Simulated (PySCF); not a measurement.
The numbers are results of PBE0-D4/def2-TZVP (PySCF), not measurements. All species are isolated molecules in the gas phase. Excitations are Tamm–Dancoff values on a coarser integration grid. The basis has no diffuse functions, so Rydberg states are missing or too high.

Reference species (SMILES): `[F][Al]([F])[F]` (neutral, multiplicity 1).

The S1 excitation (TDA) comes out as 8.49 eV. The S1 oscillator strength is 0.000 and the T1 excitation (TDA) is 8.24 eV. The HOMO is -11.72 eV.

Changed species: `[SiH3][Al]([SiH3])[SiH3]` (3 of 3 F replaced by SiH3; the reference has 0 of 3 F replaced by SiH3).

Question: Predict the effect on the S1 excitation (TDA), S1 oscillator strength, T1 excitation (TDA) and HOMO.

Answer: the S1 excitation (TDA) falls by 5.08 eV, to 3.41 eV; the S1 oscillator strength stays essentially unchanged; the T1 excitation (TDA) falls by 5.43 eV, to 2.81 eV; the HOMO increases by 4.42 eV, to -7.30 eV.
